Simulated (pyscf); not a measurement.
H₃C–Au + hydrogen fluoride (HF) -> methane (CH₄) + F–Au, a four-centre exchange (singlet surface; Au–C, F–H broken, C–H, Au–F formed). Optimised with ωB97X-D3(BJ)/def2-SVP in PySCF. Correlated levels are frozen-core, on RHF or UHF. ΔMP2 is the change of the MP2 total energy from the triple- to the quadruple-zeta basis. Energies in kcal/mol from the separated reactants.

Small-basis levels: PySCF, no dispersion term, spherical d functions. AM1 to PM7: differences of heats of formation from MOPAC, which are fitted to 298 K values and so differ in kind from electronic energies by zero-point and thermal terms. Cost: rough CPU time at the saddle relative to B3LYP/6-31G*+LANL2DZ, from one job on a shared machine.

```json
[
 {"level": "MP2/6-31G*+LANL2DZ", "barrier": "41.8", "reaction energy": "+7.5", "cost": "0.2"},
 {"level": "BP86/6-31G*+LANL2DZ", "barrier": "42.1", "reaction energy": "+15.8", "cost": "2"},
 {"level": "B3LYP/LANL2DZ", "barrier": "42.0", "reaction energy": "+10.8", "cost": "1.0"},
 {"level": "M06-2X/6-31G*+LANL2DZ", "barrier": "41.1", "reaction energy": "+15.0", "cost": "3"},
 {"level": "PBE/def2-SVP", "barrier": "41.0", "reaction energy": "+15.8", "cost": "2"},
 {"level": "B3LYP/def2-SVP", "barrier": "45.6", "reaction energy": "+13.8", "cost": "1"},
 {"level": "PM6", "barrier": "30.9", "reaction energy": "+56.0", "cost": "under 0.02"},
 {"level": "CCSD(T)/def2-TZVPP + ΔMP2(QZVPP)", "barrier": "53.1", "reaction energy": "+25.1", "cost": "–"}
]
```

Against the last row the barrier runs from -22.2 (PM6) to -7.5 kcal/mol (B3LYP/def2-SVP). At PM6 this geometry lies under one side, so the entry may be no barrier of that level: it is a single point on another level's saddle. CCSD(T)/def2-TZVPP + ΔMP2(QZVPP) has limits of its own. On the reactant side the descent ends in a bound adduct, 8.8 kcal/mol under the separated species and 51.2 kcal/mol under the saddle at ωB97X-D3(BJ)/def2-TZVP. The products may also form a dative adduct at F–Au; it and routes through it were not searched. At ωB97X-D3(BJ)/def2-TZVP the barrier from the zero used here is 42.4 kcal/mol. One saddle was located; it need not be the lowest between these sides. The CCSD(T) − MP2 part came from Ansatz, without density fitting, on the same reference. The frozen core leaves the outer d or s,p core shells of the metals and heavy elements correlated in the MP2 and CC values, and def2-TZVPP describes them poorly, which can shift differences by a few kcal/mol. In the def2 sets elements past Kr carry core potentials, without spin-orbit coupling.
